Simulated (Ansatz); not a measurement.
Input for Ansatz (development build ahead of 0.2.0):

```yaml
crystal:
  periodic: [false, false, false]
  atoms:
    - { symbol: C, position_ang: [-0.2296, 0.99813, -0.88087] }
    - { symbol: C, position_ang: [-0.002, 0.02712, -0.01951] }
    - { symbol: C, position_ang: [0.24318, -1.01647, 0.88347] }
    - { symbol: H, position_ang: [-1.00561, 0.96209, -1.63193] }
    - { symbol: H, position_ang: [0.27494, 1.9598, -0.79154] }
    - { symbol: H, position_ang: [0.50327, -0.85997, 1.9363] }
    - { symbol: H, position_ang: [0.05446, -2.07943, 0.72011] }
basis:
  gaussian: { orbitals: def2-SVP }
total_charge: 1
magnetization:
  spin_polarized: true
  initial_magnetization: 1
hamiltonian:
  xc: hf
output:
  forces: true
```

The input is written out in the form of the current development build from the run's settings.

Output:

- Converged: yes
- Total energy: -115.45848 hartree
- Spin squared of the determinant: 0.900
- Stability test: minimum

Forces (eV/Å):
```csv
atom,Fx,Fy,Fz
C1,0.103,0.191,0.592
C2,0.400,-2.258,1.538
C3,-0.592,1.606,-0.753
H4,-0.376,-0.359,-0.092
H5,0.439,-0.183,0.022
H6,-0.088,0.754,-0.333
H7,0.113,0.249,-0.974
```

Caution: the unrestricted determinant is spin contaminated.
